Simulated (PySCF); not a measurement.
C₃H₅O₂ (charge +1).
Numbering: `[CH3:1][O:2][CH2:3][C:4]#[O+:5]` (hydrogens: H6, H7, H8 on C1; H9, H10 on C3)

Cartesian coordinates in Å at the PBE0-D3(BJ)/def2-SVP level; atoms count from 1:
```xyz
10
C3H5O2 angstrom
C     -1.3773   -0.3257    0.0397
O     -0.2963    0.0245   -0.8289
C      0.7532    0.6634   -0.2658
C      1.7063   -0.3822    0.2401
O      2.3253   -1.2726    0.5021
H     -1.7567    0.5677    0.5600
H     -2.1580   -0.7411   -0.6069
H     -1.0698   -1.0931    0.7705
H      0.5402    1.3417    0.5878
H      1.3422    1.2230   -1.0207
```

Theory: core-valence-separated Tamm–Dancoff BHandHLYP/aug-pcX-1 (pcseg-1 on H) in PySCF, non-relativistic, gas phase, PBE0-D3(BJ)/def2-SVP geometry. BHandHLYP without relativity tends to put these K edges a few eV too low, so spacings mean more than positions.

The lowest roots of each edge with f over 0.003 (five at most, numbered afresh; weaker and dark ones are left out), with transition dipoles (au) in the frame of the coordinates:

```tsv
root	edge	E (eV)	f	μx	μy	μz
1	C	284.58	0.0867	0.0788	0.0704	0.0356
2	C	284.62	0.0084	-0.0234	-0.0106	0.0232
3	C	284.85	0.0896	0.0469	0.0007	-0.1032
4	C	286.07	0.0055	-0.0076	0.0259	-0.0072
5	C	286.52	0.0053	0.0122	-0.0131	0.0208
6	O	530.92	0.0215	-0.0329	-0.0001	-0.0238
7	O	531.43	0.0502	-0.0445	-0.0397	-0.0172
8	O	531.78	0.0497	0.0240	-0.0017	-0.0569
9	O	534.70	0.0036	-0.0160	0.0005	0.0043
10	O	535.42	0.0272	0.0277	0.0034	-0.0360
```

Problem. Molecules are fixed in this frame and the field points along (0, 1, 1)/√2. What effective strengths 3 f cos²θ do the roots have (θ between field and μ)?

Solution. root 1 (C4): 0.118, root 2 (C1): 0.002, root 3 (C4): 0.110, root 4 (C3): 0.004, root 5 (C3): 0.001, root 6 (O2): 0.011, root 7 (O5): 0.063, root 8 (O5): 0.067, root 9 (O2): 0.000, root 10 (O2): 0.021. Averaged over all orientations cos²θ is 1/3, which gives f back.

Rough CPU time on one thread of a shared machine: about 14 s.

One conformer stands for the species.
